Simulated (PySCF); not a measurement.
# ethyl fluoride: gas-phase deprotonation enthalpies at several levels

Structure: `CCF` (C2H5F). Coordinates in Å; atoms count from 1 in this order:
```
C     0.7656    0.0816    0.0553
C    -0.7230   -0.1302   -0.0294
F    -1.3157    0.8920   -0.7520
H     1.2289   -0.7313    0.6361
H     1.2203    0.0905   -0.9463
H     0.9991    1.0348    0.5523
H    -1.1884   -0.1404    0.9706
H    -0.9693   -1.0788   -0.5355
```

All levels share the PBE0-D3(BJ)/ma-def2-SVP structures and the PBE0-D3(BJ)/ma-def2-SVP thermal terms; only the single-point energies (PySCF) change. Values are gas-phase deprotonation enthalpies (298 K, kJ/mol).

| level | C2 |
| --- | --- |
| BP86-D3(BJ)/6-31+G* (grid 3) | 1699 |
| ωB97X-D3(BJ)/ma-def2-TZVP | 1727 |

The spread: 29 kJ/mol, from 1699 to 1727.

Caveats: C1 is not listed: the run failed or kept an imaginary mode, or the ion rearranged or equalled another.

Differences come from unrounded values, so a last digit can differ from that of the printed terms.
